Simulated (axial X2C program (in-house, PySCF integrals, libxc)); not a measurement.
# SiC⁺: bond constants with and without spin–orbit coupling

Calculated with an in-house all-electron X2C program for linear molecules (integrals from PySCF). Spin-free means the one-electron spin-free X2C Hamiltonian; two-component (2c) means X2C with spin–orbit coupling and atomic mean-field two-electron Coulomb and Gaunt terms, so the difference of the two also holds small scalar two-electron terms. Basis: Si dyall-v3z [8s7p2d1f], C dyall-v3z [7s6p2d1f] (cores contracted in-house); Gaussian nuclei, density fitting, unrestricted open shells. Masses: Si 27.977 u, C 12.000 u.

Input file and command:
```json
{"zs": [14, 6], "q": 1, "bas": ["dyall-v3z", "dyall-v3z"], "levels": ["PBE0", "HF", "PBE50"], "cc": true, "r0": 1.74, "thr": -2.0, "nmax": 90, "npts": 10, "nst": 2, "ntry": 6}
```
```bash
python so2c.py task.json out
```

Keys: zs atomic numbers; q charge; bas basis sets; levels methods; cc coupled cluster on or off; r0 starting distance in Å; thr threshold in hartree for freezing inner shells (an s shell follows its p shell); nmax most natural virtual spinors; npts points on the curve; nst determinants followed; ntry starts of the search. HF also brings MP2.

State, spin-free: M_S = 3/2, Λ = 0 (beyond evenly filled blocks: σα, π+α, π-α); electrons by block: σα: 7, σβ: 6, π+α: 2, π+β: 1, π-α: 2, π-β: 1. Fragments: Si+ + C.

State, 2c: Ω = 3/2 (⟨Sz⟩ = 1.50, ⟨Lz⟩ = 0.00 at PBE0); electrons by block: 1/2: 8, -1/2: 8, 3/2: 2, -3/2: 1. Fragments: Si+ + C.

```tsv
Hamiltonian	level	Re (Å)	ωe (cm⁻¹)	ωexe (cm⁻¹)	Be (cm⁻¹)	De (eV)	D0 (eV)	k (mdyn/Å)	μ (D)
spin-free	PBE0	1.822	836.6	5.04	0.6045	3.77	3.72	3.46	-1.12
spin-free	HF	1.788	930.6	4.57	0.6276	2.65	2.59	4.28	-0.96
spin-free	MP2	1.812	871.4	4.46	0.6115	3.41	3.35	3.76	n/a
spin-free	CCSD	1.816	860.4	4.83	0.6087	3.27	3.22	3.66	n/a
spin-free	CCSD(T)	1.824	837.1	5.17	0.6031	3.40	3.35	3.47	n/a
spin-free	PBE50	1.801	886.9	4.78	0.6189	3.57	3.51	3.89	-1.06
2c	PBE0	1.823	836.5	5.04	0.6043	3.77	3.72	3.46	-1.12
2c	HF	1.789	930.4	4.57	0.6275	2.65	2.60	4.28	-0.96
2c	MP2	1.812	871.2	4.45	0.6113	3.39	3.34	3.76	n/a
2c	CCSD	1.816	860.3	4.76	0.6086	3.25	3.20	3.66	n/a
2c	CCSD(T)	1.825	836.8	5.03	0.603	3.39	3.34	3.46	n/a
2c	PBE50	1.801	886.8	4.78	0.6188	3.57	3.51	3.89	-1.06
```

Correlated methods: 7 electrons correlated (number of frozen shells: Si 2 s, 1 p; C 1 s), 147 virtual spin orbitals or spinors in MP2, 90 natural virtuals in coupled cluster.

Dipoles are positive if C is the positive end and refer to the centre of mass.

One determinant describes the state; a PBE0 search over occupations chose it and may have missed a lower one. De is counted from the lowest determinant-based energies of the atoms at the same level, without counterpoise correction. Density functionals use the spin component along the axis (collinear). CCSD and (T) use frozen natural virtuals with an MP2 correction for the truncation; (T) itself is uncorrected, so its De runs slightly low. In 2c an atomic determinant is not the ground J level, so De misses part of the atomic spin–orbit lowering. This holds for PBE0, MP2, CCSD, CCSD(T), PBE50. Without a current term, density functionals place determinants with orbital angular momentum somewhat too high. With several unpaired electrons one determinant need not be a pure state. This is the top spin component of a Σ state; components of lower Ω are not single determinants and can lie lower. The T1 diagnostic is large, a sign of multireference character.

Rough cost a point (2c) on 1 thread(s) of a shared host, integrals apart: PBE0 0.19 s, HF 0.1 s, CCSD(T) 3 s, PBE50 0.22 s.

The whole task took 77 s on 1 thread of Intel(R) Xeon(R) Processor @ 2.30GHz (shared host).
